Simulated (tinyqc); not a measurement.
Worked calculation: Pariser-Parr-Pople SCF with singles CI, for the molecule c1cocn1 (SMILES; centres numbered as the heavy atoms are written). One step of it, computed by the program tinyqc.

Question. Iteration 2: Fock matrix. F_rr = H_rr + P_rr gamma_rr / 2 + sum_(s != r) P_ss gamma_rs; F_rs = H_rs - P_rs gamma_rs / 2; E = tr P (H + F) / 2 + core repulsion sum_(r<s) z_r z_s gamma_rs.

P after iteration 1, order 1C, 2C, 3O, 4C, 5N:
$$\begin{pmatrix}
0.901349 & 0.831562 & -0.144801 & -0.107341 & 0.492502 \\
0.831562 & 1.119749 & 0.289201 & -0.428885 & -0.032154 \\
-0.144801 & 0.289201 & 1.843031 & 0.350496 & -0.177219 \\
-0.107341 & -0.428885 & 0.350496 & 0.868030 & 0.804785 \\
0.492502 & -0.032154 & -0.177219 & 0.804785 & 1.267841
\end{pmatrix}$$

core matrix H (eV), order 1C, 2C, 3O, 4C, 5N:
$$\begin{pmatrix}
-35.177250 & -2.390000 & 0.000000 & 0.000000 & -2.510000 \\
-2.390000 & -37.289379 & -2.240000 & 0.000000 & 0.000000 \\
0.000000 & -2.240000 & -54.812009 & -2.240000 & 0.000000 \\
0.000000 & 0.000000 & -2.240000 & -37.346779 & -2.510000 \\
-2.510000 & 0.000000 & 0.000000 & -2.510000 & -38.412090
\end{pmatrix}$$

repulsion gamma_rs (eV), order 1C, 2C, 3O, 4C, 5N:
$$\begin{pmatrix}
11.130000 & 5.344818 & 4.574962 & 4.046371 & 5.476136 \\
5.344818 & 11.130000 & 6.309373 & 4.045936 & 4.119878 \\
4.574962 & 6.309373 & 21.500000 & 6.308436 & 4.619238 \\
4.046371 & 4.045936 & 6.308436 & 11.130000 & 5.477600 \\
5.476136 & 4.119878 & 4.619238 & 5.477600 & 12.300000
\end{pmatrix}$$

Centres (angstrom, eV; a flat drawing with bonds scaled to 1.40 angstrom):
```
centre          x          y  core charge z          W   gamma_rr
1C       1.191000   0.000000              1  11.160000  11.130000
2C       0.368000   1.133000              1  11.160000  11.130000
3O      -0.963000   0.700000              2  33.000000  21.500000
4C      -0.963000  -0.700000              1  11.160000  11.130000
5N       0.368000  -1.133000              1  14.100000  12.300000
```

Give: F; pi energy.

Answer.

F (eV), order 1C, 2C, 3O, 4C, 5N:
$$\begin{pmatrix}
-5.2893 & -4.6123 & 0.3312 & 0.2172 & -3.8585 \\
-4.6123 & -5.8767 & -3.1523 & 0.8676 & 0.0662 \\
0.3312 & -3.1523 & -12.4785 & -3.3455 & 0.4093 \\
0.2172 & 0.8676 & -3.3455 & -5.7672 & -4.7141 \\
-3.8585 & 0.0662 & 0.4093 & -4.7141 & -7.7976
\end{pmatrix}$$

pi energy = -99.0932 eV
